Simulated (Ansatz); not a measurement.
`CC=C=C(C)F` → 5 C• + F• + 7 H•  (atomization)

Isolated molecules relaxed with PBE0-D4/def2-TZVP in Ansatz; ΔE leaves out vibrations. CCSD(T)/CBS adds triple-zeta CCSD(T) − MP2 to the extrapolated MP2 energy (def2 sets, frozen cores). This one scheme is used for every species, atoms too. No spin–orbit coupling; open shells (•) take unrestricted orbitals. Spin–orbit coupling would lower the free atoms: a little for C, F.

`CC=C=C(C)F`:

Cartesian coordinates in Å:
```
C 1.205 -0.077 -2.038
C -0.085 0.303 -1.384
C -0.472 -0.090 -0.204
C -0.841 -0.455 0.989
C -0.576 0.237 2.274
F -1.559 -1.594 1.154
H 1.017 -0.593 -2.984
H 1.793 0.815 -2.273
H 1.799 -0.729 -1.397
H -0.746 0.956 -1.955
H -0.019 -0.418 2.950
H 0.001 1.145 2.104
H -1.518 0.500 2.764
```

| level | ΔE (eV) |
| --- | --- |
| HF/def2-TZVPP | 41.70 |
| HF/def2-QZVPP | 41.75 |

(1) What does CCSD(T)/CBS give? (An estimate is asked.)

Largest T1 diagnostic among the species: 0.012.

Results:

(1) The calculation gave: +56.43 eV. The listed levels differ from it by -14.73, -14.68 eV.

From PBE to PBE0 (25 % exact exchange), in def2-TZVPP and without D4, ΔE moves by −1.17 eV: exact exchange takes away binding that semilocal exchange gives to molecules. The D4 term adds +0.35 eV with B3LYP and +0.19 eV with PBE0; it sums over pairs of atoms, weighted by their polarisabilities, and B3LYP, whose exchange is more repulsive, gets the larger term. In def2-TZVPP, CCSD(T) changes the Hartree–Fock value by +13.45 eV (the triples alone add +0.90 eV) and MP2 by +14.52 eV; breaking electron pairs costs correlation energy, which Hartree–Fock lacks.

B3LYP here is the variant with VWN-RPA as its local correlation; programs differ in this.

For atomizations the MP2-based limit and the directly extrapolated one differ by several kJ/mol either way, and by 10 to 25 for some Ge, Se and Sn compounds, so smaller differences from it don't rank the levels.
